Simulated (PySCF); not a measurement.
Species: C2H5FS2.
InChI=1S/C2H5FS2/c1-4-5-2-3/h2H2,1H3

Level of theory: EOM-IP-CCSD/aug-cc-pVDZ in PySCF, restricted Hartree–Fock reference, frozen core, non-relativistic, gas phase, PBE0-D3(BJ)/def2-SVP geometry.

Hartree–Fock orbital energies give these Koopmans values (eV): HOMO 9.77, HOMO-1 10.31, HOMO-2 12.26, HOMO-3 13.39, HOMO-4 14.36, HOMO-5 15.45, HOMO-6 16.10, HOMO-7 16.23.

Problem. What vertical ionisation energies does EOM-IP-CCSD give?

Solution. 
```json
{"leading hole (HF orbital)": "HOMO", "Koopmans (eV)": "9.77", "EOM-IP-CCSD (eV)": "9.03", "change (eV)": "-0.74", "one-hole share": "0.95"}
{"leading hole (HF orbital)": "HOMO-1", "Koopmans (eV)": "10.31", "EOM-IP-CCSD (eV)": "9.50", "change (eV)": "-0.81", "one-hole share": "0.95"}
{"leading hole (HF orbital)": "HOMO-2", "Koopmans (eV)": "12.26", "EOM-IP-CCSD (eV)": "11.49", "change (eV)": "-0.77", "one-hole share": "0.95"}
{"leading hole (HF orbital)": "HOMO-3", "Koopmans (eV)": "13.39", "EOM-IP-CCSD (eV)": "12.27", "change (eV)": "-1.12", "one-hole share": "0.95"}
{"leading hole (HF orbital)": "HOMO-4", "Koopmans (eV)": "14.36", "EOM-IP-CCSD (eV)": "13.04", "change (eV)": "-1.32", "one-hole share": "0.95"}
{"leading hole (HF orbital)": "HOMO-5", "Koopmans (eV)": "15.45", "EOM-IP-CCSD (eV)": "13.73", "change (eV)": "-1.72", "one-hole share": "0.94"}
{"leading hole (HF orbital)": "HOMO-6", "Koopmans (eV)": "16.10", "EOM-IP-CCSD (eV)": "14.77", "change (eV)": "-1.33", "one-hole share": "0.94"}
{"leading hole (HF orbital)": "HOMO-7", "Koopmans (eV)": "16.23", "EOM-IP-CCSD (eV)": "14.99", "change (eV)": "-1.24", "one-hole share": "0.94"}
```

Problem. Does the order of the lines follow the orbital energies?

Solution. Yes, no two lines change places. The corrections run from -1.72 to -0.74 eV, with a mean of -1.13 eV over the 8 lines; no line lies above its Koopmans value. Koopmans values leave out both the relaxation of the orbitals and the change in correlation energy.

Problem. At what kinetic energies would He I light (21.22 eV) eject these electrons?

Solution. 12.19 eV (HOMO), 11.72 eV (HOMO-1), 9.73 eV (HOMO-2), 8.95 eV (HOMO-3), 8.18 eV (HOMO-4), 7.49 eV (HOMO-5), 6.45 eV (HOMO-6), 6.23 eV (HOMO-7).

One root was sought for each valence orbital with −ε under 21 eV, eight at most, so deeper holes and satellites are missing; no vibrational structure.

The values belong to the conformer `[CH3:1][S:2][S:3][CH2:4][F:5]`: C1–S2–S3–C4 82°, S2–S3–C4–F5 -73°.
